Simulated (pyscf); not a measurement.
Optimised with ωB97X-D3(BJ)/def2-SVP in PySCF. Correlated levels are frozen-core, on RHF or UHF. ΔMP2 is the change of the MP2 total energy from the triple- to the quadruple-zeta basis.

Problem. H₂Si=PH + water (H₂O) → HO–SiH₂–PH₂
Surface: singlet. Broken: H–O. Formed: H–P, O–Si. Give ΔE‡ and ΔE from CCSD(T)/def2-TZVPP + ΔMP2(QZVPP), relative to the separated reactants.

Solution. ΔE‡ = -0.10 eV, ΔE = -2.29 eV. Zero-point energy shifts the barrier by 0.00 eV. It is an addition across a multiple bond or ene-type step, with an imaginary mode of 1058i cm⁻¹. On the reactant side the descent ends in an adduct with a O–Si contact, 0.47 eV under the separated species and 0.16 eV under the saddle at ωB97X-D3(BJ)/def2-TZVP. At CCSD(T) the saddle lies under the separated reactants, which points to a path from their complex (located at ωB97X-D3(BJ) alone). What is counted as formed (O–Si) is already present as a longer contact in the reactant adduct; forming that adduct is a step of its own. At ωB97X-D3(BJ)/def2-TZVP the barrier from the zero used here is -0.31 eV. This is the saddle that the search found; another between the same sides may lie lower. The CCSD(T) − MP2 part came from Ansatz, without density fitting, on the same reference.
